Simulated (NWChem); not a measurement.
# propyne (C3H4); SMILES CC#C

Computed with NWChem. Pople sets run with spherical d functions. All runs use the structure optimised with PBE0/def2-SVP.

Q: Predict the results for B3LYP/6-31G*. Quantities: highest occupied level (eV); orbital gap (eV); dipole (D).

A: 
| Quantity | Value |
|---|---|
| highest occupied level (eV) | -7.03 |
| orbital gap (eV) | 8.69 |
| dipole (D) | 0.68 |
